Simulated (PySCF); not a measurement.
## How methods differ on the ionisation energy of N

N [He] 2s2 2p3 (4S) → N⁺ [He] 2s2 2p2 (3P), as a difference of total energies. Computed with PySCF 2.14 in aug-cc-pwCVQZ, with no relativity, point nucleus. Correlated levels: valence: 1s2 frozen; valence and next inner shell: nothing frozen. The calculations carry no spin-orbit coupling.

```
                                method  ionisation energy (eV)
                                   UHF                  13.893
                                   LDA                  15.008
                                   PBE                  14.731
                                  PBE0                  14.702
                                r2SCAN                  14.807
                                 M06-L                  14.712
                                 B97-3                  14.575
                               LC-wPBE                  14.878
                         MP2 (valence)                  14.620
                     SCS-MP2 (valence)                  14.354
    MP2 (valence and next inner shell)                  14.647
SCS-MP2 (valence and next inner shell)                  14.372
```

Errors of the correlated levels include the incompleteness of this basis and the frozen core.

Task: Which method comes closest to the reference value, and which is furthest?

Result: The reference is 14.545 eV (measured; NIST levels, between the centres of gravity of the two terms). Closest: B97-3 (error 0.030 eV); furthest: UHF (error -0.652 eV).
